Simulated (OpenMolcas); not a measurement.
## OpenMolcas input wanted

C2H6B: 9 atoms, total charge 0, spin state quartet. As SMILES of the parent species, `[CH2]BC`. Geometry: relaxed at PBE0-D4/def2-TZVP. This is one conformer, not always the lowest. That shape belongs to the parent species and isn't relaxed for this state.

```xyz
9

C    -0.8401    0.7433   -1.0235
B     0.1918    0.5408    0.0891
C     0.5250   -0.8601    0.6918
H    -1.4066   -0.0784   -1.4578
H    -1.0745    1.7149   -1.4506
H     0.7691    1.5066    0.5130
H    -0.0365   -1.6953    0.2675
H     1.5961   -1.0692    0.5764
H     0.3642   -0.8492    1.7771
```

Settings wanted:

* method: DFT
* reference: UKS
* integral approximation: none
* symmetry: none
* basis set: 6-311+G**
* task: energy
* functional: TPSS
* dispersion: none
* nucleus: point
* integration grid: UltraFine
* SCF convergence threshold: 1e-10
* d and f functions: spherical

Problem. Give an OpenMolcas 26.06 job that does this.

Solution. This one ran through:

mol.input:
```
>>> EXPORT MOLCAS_PRINT=2
&GATEWAY
BasLib = $CurrDir
Coord
9
angstrom
C       -0.840100       0.743300      -1.023500
B        0.191800       0.540800       0.089100
C        0.525000      -0.860100       0.691800
H       -1.406600      -0.078400      -1.457800
H       -1.074500       1.714900      -1.450600
H        0.769100       1.506600       0.513000
H       -0.036500      -1.695300       0.267500
H        1.596100      -1.069200       0.576400
H        0.364200      -0.849200       1.777100
Basis = 6-311pGss
Group = NoSym
&SEWARD
GridInput
Grid=UltraFine
End of Grid
&SCF
UHF
Spin = 4
KSDFT = 2
1.0 MGGA_X_TPSS
1.0 MGGA_C_TPSS
Thresholds = 1e-10 1e-07 1e-07 1e-05
PrOrbitals = 1 1
```

```bash
$ export MOLCAS_MEM=1860
$ pymolcas mol.input > mol.log
```

(Basis files named in the input come from the Basis Set Exchange and aren't shown.)

Calculated total energy: -104.43110 Eh. The top electron of this state is barely bound (Rydberg-like), so the basis sets its energy.
